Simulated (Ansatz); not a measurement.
# Litharge SnO

Computed with r²SCAN-D4 in Ansatz (PAW).

Settings: plane-wave cutoff 560 eV, 10×10×8 k mesh (along the axes of the cell as run), Fermi–Dirac smearing 0.01 eV, scalar-relativistic PAW data made under PBE.

Cell (relaxed at this level):

Space group P4/nmm, origin choice 1 (No. 129); a = b = 3.7989 Å, c = 4.8132 Å, α = β = γ = 90.00°

| atom | site | symmetry | x | y | z |
|---|---|---|---|---|---|
| Sn | 2c | 4mm | 0.0000 | 0.5000 | 0.2380 |
| O | 2a | -4m2 | 0.0000 | 0.0000 | 0.0000 |

| Quantity | Value |
|---|---|
| bulk modulus | 30.1 GPa |
| band gap | 0.14 eV |
| smallest direct gap on the k points sampled | 2.29 eV |
| Γ–Γ gap | 2.46 eV |

Measured, for comparison: bulk modulus 35 ± 1 GPa (temperature not stated, not corrected to a static lattice, equation of state from high-pressure X-ray diffraction; as tabulated in Giefers, Porsch, Wortmann, Structural study of SnO at high pressure …). Computed (rounded) less measured: bulk modulus -14 %.

Note: the bulk modulus comes from volumes at which shape and atoms were relaxed.

Spin–orbit coupling is not included.

Ansatz is an electronic-structure program.
